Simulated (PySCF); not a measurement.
B3LYP has the VWN-RPA correlation part, as in Gaussian. 

```xyz
6

C     -0.4921     0.0653    -0.0419
S      1.1035    -0.7583    -0.3573
H     -1.2387    -0.4994    -0.5975
H     -0.4864     1.0908    -0.4051
H     -0.7483     0.0397     1.0150
H      1.8625     0.0607     0.3886
```

Charge 0, multiplicity 1.

Problem. Give the Mulliken and meta-Löwdin atomic charges from B3LYP-D3(BJ)/def2-TZVP in PySCF.

Solution. 
```
atom  Mulliken (e)  meta-Löwdin (e)
----  ------------  ---------------
C1           -0.31            -0.39
S2           -0.20            -0.08
H3            0.13             0.13
H4            0.13             0.12
H5            0.13             0.12
H6            0.12             0.08
```
